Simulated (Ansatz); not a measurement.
# BH2ClO: an energy map over bond length B2–H5 and angle H5–B2–Cl3

The runs use Ansatz 0.2.0; RKS PBE0-D4/def2-TZVP.

## (1) The system as given

5 atoms, charge 0, spin multiplicity 1.

Atoms are counted from 1 here; the program's logs count them from 0.

Bond lengths: O1–B2 1.350 Å, O1–H4 0.977 Å, B2–Cl3 1.778 Å, B2–H5 1.210 Å. Angles: B2–O1–H4 112.8°, O1–B2–Cl3 121.2°, O1–B2–H5 119.0°, Cl3–B2–H5 119.8°.

Coordinates:

```xyz
5
charge 0, multiplicity 1
O    -0.8680   -0.6280   -0.0004
B     0.3806   -0.1343    0.1372
Cl    0.7864    1.5106   -0.4016
H    -1.4831    0.0086   -0.4141
H     1.2340   -0.8306    0.6376
```

This geometry comes from a loose relaxation at PBE in a small basis, which is not shown.

## (3) Plan of the scan

The axes are (1) bond length B2–H5: 11 values from 0.975 to 1.783 Å; (2) angle H5–B2–Cl3: 11 values from 84.2 to 154.2 °.

Nothing else is relaxed (all other coordinates rigid). Energies count from the relaxed molecule at the same level. Points are written as (first, second).

(The set-up runs are not shown.)

## (4) Point (1.136 Å, 133.2°)

input.yaml

```yaml
crystal:
  periodic: [false, false, false]
  atoms:
    - { symbol: O, position_ang: [-0.863251, -0.618611, -0.002887] }
    - { symbol: B, position_ang: [0.379022, -0.137189, 0.137889] }
    - { symbol: Cl, position_ang: [0.788555, 1.496001, -0.395299] }
    - { symbol: H, position_ang: [-1.477731, 0.001188, -0.409748] }
    - { symbol: H, position_ang: [0.979336, -0.969772, 0.624639] }
basis:
  gaussian: { orbitals: def2-TZVP }
hamiltonian:
  xc: pbe0
  dispersion: d4
output:
  forces: true
```

On the command line:

```console
$ ansatz run input.yaml --threads 1 --pin off --max-ram 2560MiB --backend cpu --events-out ev --progress --plain --runs-dir out
```

**Question.** How long does this run take on 1 thread of Intel Xeon Platinum 8259CL at 2.50GHz (Skylake/Cascade Lake), shared host, and how much memory does it need?

About 3.1 s, with a peak of 0.17 GiB.
